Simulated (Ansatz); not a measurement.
`NC1C=C1` + HCl → `ClC1C=C1` + NH₃ at 600 K and 1 bar (substitution at a C–N bond).

Calculated with Ansatz (gas phase, PBE0-D4/def2-TZVP geometries, no zero-point term in ΔE). CCSD(T)/CBS adds triple-zeta CCSD(T) − MP2 to the extrapolated MP2 energy (def2 sets, frozen cores). This one scheme is used for every species. One conformer a species, not always the lowest.

```
   species  CCSD(T)/CBS energy (Eh)  H − E (kJ/mol)  S (J/(mol·K))
 `NC1C=C1`               -171.76334           237.2          344.1
       HCl               -460.38127            35.4          207.2
`ClC1C=C1`               -575.64290           163.5          337.3
       NH₃                -56.50880           112.4          219.5
```

H − E and S are ideal-gas, rigid-rotor, harmonic terms from PBE0-D4/def2-TZVP, for one conformer and one mirror image of each species. 1 Eh = 2625.50 kJ/mol, R = 8.31446 J/(mol·K).

**Question.** By hand: ΔE, ΔH, ΔS and ΔG.

**Answer.** ΔE = (-575.64290) + (-56.50880) − (-171.76334) − (-460.38127) = -0.00709 Eh = -18.6 kJ/mol. Δ(H − E) = 163.5 + 112.4 − 237.2 − 35.4 = 3.3, so ΔH = -15.3 kJ/mol. ΔS = 337.3 + 219.5 − 344.1 − 207.2 = 5.5 J/(mol·K). ΔG = -15.3 − 600 × (5.5)/1000 = -18.6 kJ/mol.

**Question.** By hand: the equilibrium constant, and the temperature at which ΔG would vanish if ΔH and ΔS stayed fixed.

**Answer.** log₁₀ K = −ΔG/(RT ln 10) = 1.6. ΔH and −TΔS have one sign here, so there is no such temperature. One of them is within its doubt of zero, so this could turn.

The number of gas molecules stays the same, so ΔS is small and ΔH decides. A doubt of 5 kJ/mol in ΔE shifts log₁₀ K by 0.4 here. Other conformers and mirror images would add mixing entropy, several J/(mol·K) or more a flexible species. These are equilibria of isolated gas molecules and say nothing of rates. Largest T1 diagnostic: 0.010 (customary marks: 0.02 for closed shells, 0.045 for open ones).
